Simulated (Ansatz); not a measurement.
## bcc W

These are r²SCAN in Ansatz (PAW) values and carry that method's errors.

Numerical settings: plane-wave cutoff 500 eV, 32×32×32 k mesh, Fermi–Dirac smearing 0.1 eV, no spin polarisation, scalar-relativistic PAW data made under PBE.

Cell (relaxed at this level):

```cif
data_W2
_chemical_formula_sum 'W2'
_space_group_name_H-M_alt 'Im-3m'
_space_group_IT_number 229
_space_group_name_Hall '-I 4 2 3'
_cell_length_a 3.16884
_cell_length_b 3.16884
_cell_length_c 3.16884
_cell_angle_alpha 90.000
_cell_angle_beta 90.000
_cell_angle_gamma 90.000
loop_
_atom_site_label
_atom_site_type_symbol
_atom_site_symmetry_multiplicity
_atom_site_Wyckoff_symbol
_atom_site_fract_x
_atom_site_fract_y
_atom_site_fract_z
_atom_site_occupancy
W1 W 2 a 0.00000 0.00000 0.00000 1
```
(The calculation used a cell of 1 atom; values per cell refer to that cell.)

| Property | Result |
|---|---|
| equilibrium volume per atom | 15.91 Å³/atom |
| lattice constant a | 3.169 Å |

Measured, for comparison: equilibrium volume per atom 15.78 Å³/atom, lattice constant a 3.16 Å (static lattice: zero-point anharmonic expansion removed; as tabulated in Mejia-Rodriguez and Trickey (2018), arXiv:1807.09216). Computed (rounded) less measured: equilibrium volume per atom +0.8 %, lattice constant a +0.3 %.

Spin–orbit coupling is not included.

The computed numbers hold no vibrational or temperature effects.

The result took very roughly 100 core-seconds.

Ansatz is a quantum-chemistry and plane-wave program.
